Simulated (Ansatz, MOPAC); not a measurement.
Process, species as SMILES: CCF + 2 [H][H] (H2) → 2 C (CH4) + F (HF)

Wanted: energy of full hydrogenation (enthalpy at 298 K), in kcal/mol. Set-up: 6-31G* and kin with 6d, 5d where marked; spin-orbit terms left out; non-relativistic; dispersion terms only where a functional's name holds one. First-principles rows: single points at B3LYP-D3(BJ) geometries (Ansatz, a first-principles code), with unscaled harmonic terms from B3LYP/6-31G* (Ansatz) at its own minima. Semi-empirical rows: MOPAC heats of formation at their own minima for 298 K.

```csv
species,coefficient,"E at B3LYP/6-31G* (Ansatz), Eh","E at B3LYP/def2-TZVPD (Ansatz), Eh","H(298 K) - E, kcal/mol","heat of formation at PM3 (MOPAC), kcal/mol"
CCF,-1,-179.05626,-179.14428,45.98,-60.25
[H][H] (H2),-2,-1.17549,-1.17969,8.44,-13.39
C (CH4),+2,-40.51834,-40.53767,30.76,-13.03
F (HF),+1,-100.42008,-100.49371,7.76,-62.75
```

Measured values: Active Thermochemical Tables 1.112 (ions: stationary electron), as tabulated in the package chemicals; they hold spin-orbit and core effects, anharmonicity.  Value to compare with, the measured value: -35.7 kcal/mol. 1 Eh = 627.5095 kcal/mol.

Question: Work the quantity out at each level, and compare with the measured value.

Answer: 
- B3LYP/6-31G*: the sum of coefficient times E is -0.04952 Eh, or -31.07 kcal/mol; the thermal terms add 6.42. Result: -24.7 kcal/mol. Its error against the measured value is 11.0 kcal/mol.
- B3LYP/def2-TZVPD: the sum of coefficient times E is -0.06539 Eh, or -41.03 kcal/mol; the thermal terms add 6.42. Result: -34.6 kcal/mol. Its error against the measured value is 1.1 kcal/mol.
- PM3: the sum of coefficient times heat of formation is -1.78 kcal/mol; it needs no thermal term. Its error against the measured value is 33.9 kcal/mol.
